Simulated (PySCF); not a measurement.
Species: C4H3FS.
Atom-mapped SMILES: `[F:1][c:2]1[cH:3][cH:4][cH:5][s:6]1`

NICS is the negative of the GIAO shielding at a point without a nucleus: at the ring centre (0) and 1 Å above and below it (1); zz is the component along the ring normal. Level: GIAO PBE0/pcSseg-1 (PySCF, non-relativistic, gas phase) on the GFN2-xTB geometry, one conformer.

Ring bond lengths (Å), with Mayer bond orders in brackets: C2–C3 1.355 (1.57), C3–C4 1.415 (1.23), C4–C5 1.355 (1.61), C5–S6 1.723 (1.14), S6–C2 1.729 (1.15).

Question: What do the NICS probes read (ppm)?

Answer: 
```csv
ring,type,NICS(0),"NICS(1), two faces","NICS(1)zz, two faces",rms pucker (Å),"centre to ring atoms, mean (Å)"
C2–C3–C4–C5–S6,5-membered ring with S; formal bonds all aromatic,-13.3,-10.4 / -10.4,-23.8 / -23.8,0.00,1.28
```

Question: What can be read from them?

Answer: 
- C2–C3–C4–C5–S6: mean NICS(1)zz -23.8 ppm, shielded. For a flat ring without four-coordinate atoms the NICS criterion counts such a value as aromatic.

Question: And the bond-length index? HOMA takes Krygowski's 1993 parameters.

Answer: 
- C2–C3–C4–C5–S6: HOMA 0.76; the largest term is that of C2–C3, α(R − Ropt)² = 0.29. The geometric and the magnetic index point the same way.

Question: Give the inner angles of the rings and the Hirshfeld charges of the ring atoms.

Answer: 
- C2–C3–C4–C5–S6: C2 113.6° (+0.054 e), C3 111.1° (-0.096 e), C4 113.0° (-0.069 e), C5 112.6° (-0.090 e), S6 89.6° (+0.101 e); sum 540.0° against 540° for a flat convex ring.
